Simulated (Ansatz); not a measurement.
For diamond, HSE06 (plane waves, PAW; Ansatz, a first-principles code) gives:

```
Item                            Result
-----------------------------  -------
lattice parameter a            3.546 Å
bulk modulus                   470 GPa
band gap at the measured cell  5.29 eV
```

What does Hartree–Fock in Ansatz (plane waves, PAW) give for the same quantities?


- lattice constant a: 3.551 Å (goes up by 0.1 %)
- bulk modulus: 497 GPa (goes up by 5.7 %)
- band gap at the measured cell: 12.56 eV (rises by 7.27 eV)

For comparison: lattice constant a 3.553 Å (measured, static lattice: zero-point anharmonic expansion removed, our sources range from 3.543 to 3.555; as tabulated in Mejia-Rodriguez and Trickey (2018), arXiv:1807.09216); bulk modulus 455 GPa (measured, 0 K value with the zero-point phonon effect removed; as tabulated in Mejia-Rodriguez and Trickey (2018), arXiv:1807.09216); band gap 5.48 eV (measured, low temperature, zero-point motion not removed; as tabulated in arXiv:1206.3780).

Changes are worked out from the printed values.

Unless a cell is named, each level is at its own relaxed cell (HSE06 5.57, Hartree–Fock 5.60 Å³/atom).

Density-functional gaps are differences of (generalised) Kohn–Sham levels.

Ansatz's density-functional and Hartree–Fock values are scalar-relativistic unless marked +SOC, with PAW data made under PBE.
